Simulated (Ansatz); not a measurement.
A nudged elastic band was laid between two geometries of CHO2 (4 atoms, charge 0, multiplicity 2).

Method: Ansatz 0.2.0, UKS PBE0-D4/cc-pVDZ.

```json
{"movable images": "7", "climbing image": "yes", "spring": "5.0 eV/Å²", "optimiser": "lbfgs", "start path": "through a guess of the saddle point", "force threshold": "0.05 eV/Å", "iteration limit": "60", "end points": "relaxed"}
```

Image 0:

```xyz
4
Properties=species:S:1:pos:R:3
O -1.160 0.005 0.525
C -0.051 -0.070 0.070
O 1.011 -0.725 0.113
H 0.256 0.730 -0.728
```

Image 8:

```xyz
4
Properties=species:S:1:pos:R:3
O -0.688 0.301 0.063
C 0.529 -0.239 -0.061
O 0.946 -1.181 0.517
H -0.731 1.059 -0.538
```

**Question.** What changes between the two ends?

**Answer.** Bonds broken: C2–H4. Bonds formed: O1–H4.

**Question.** What energy profile does the band end with?

**Answer.** The run converged. The highest image is number 4 of 0 to 8, 1.03 eV above the first end and 1.52 eV above the last; the last end lies 0.49 eV below the first. Another band between the same ends (7 images) ends at a top of the same energy, where a vibrational analysis finds 1 clearly imaginary mode.

| image | path coordinate (Å) | energy (eV) | C2–H4 (Å) | O1–H4 (Å) |
| --- | --- | --- | --- | --- |
| 0 | 0.00 | 0.00 | 1.17 | 2.02 |
| 1 | 0.23 | 0.00 | 1.17 | 1.84 |
| 2 | 0.45 | 0.18 | 1.20 | 1.64 |
| 3 | 0.66 | 0.66 | 1.26 | 1.44 |
| 4 | 0.87 | 1.03 | 1.32 | 1.23 |
| 5 | 1.04 | 0.70 | 1.41 | 1.08 |
| 6 | 1.21 | 0.11 | 1.54 | 0.99 |
| 7 | 1.39 | -0.33 | 1.70 | 0.97 |
| 8 | 1.59 | -0.49 | 1.87 | 0.97 |

**Question.** What is the geometry of the highest image?

**Answer.** 
```xyz
4
Properties=species:S:1:pos:R:3
O -0.952 0.231 0.245
C 0.260 -0.170 0.007
O 1.050 -0.990 0.311
H -0.302 0.870 -0.583
```

The band took 20 iterations and of the order of 3 core-minutes.

Time of the run: 3 min on 1 thread of Arm Neoverse V2, on a shared host, peak memory 0.1 GiB.
